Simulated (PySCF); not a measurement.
Mapped SMILES: `[NH2:1][CH:2]1[CH:3]=[CH:4]1`. Hydrogens are named by the atom that carries them.

Geometry: PBE0-D3(BJ)/def2-SVP; GIAO shifts from PySCF, gas phase, non-relativistic, averaged over equivalent atoms.

At PBE0/pcSseg-1 (93 basis functions, 3.9 s wall time on 1 thread of an Arm Neoverse V2, shared host):
```csv
atoms,δ (ppm)
N1,63.1
C3/C4,133.4
C2,31.7
H(C3)/H(C4),7.86
H(C2),2.92
H(N1),0.20
```

Referencing at the same level of theory: ¹⁵N (σ = 265.67 ppm) vs NH3; ¹³C (σ = 184.41 ppm), ¹H (σ = 31.27 ppm) vs TMS.

Predict the values at KT3/pcSseg-2 on the same geometry.

Answers


```csv
atoms,δ at KT3/pcSseg-2,change
N1,66.1,+3.0
C3/C4,124.7,-8.7
C2,34.7,+3.0
H(C3)/H(C4),7.66,-0.20
H(C2),3.17,+0.25
H(N1),0.51,+0.31
```

Shifts are taken against calculated references (same method and geometry level): ¹⁵N (σref 258.71) against NH3; ¹³C (σref 181.31) and ¹H (σref 31.35) vs TMS.

The largest change is at C3/C4 (alkene CH). Cost: 214 basis functions, 18 s wall time on 1 thread of an Arm Neoverse V2, shared host.

The carbons averaged at δ 133.4 differ by 8 ppm in this conformer. Experimental scales use liquid or dissolved standards, which lie at an offset from isolated NH3 (liquid NH3: subtract about 20 ppm).
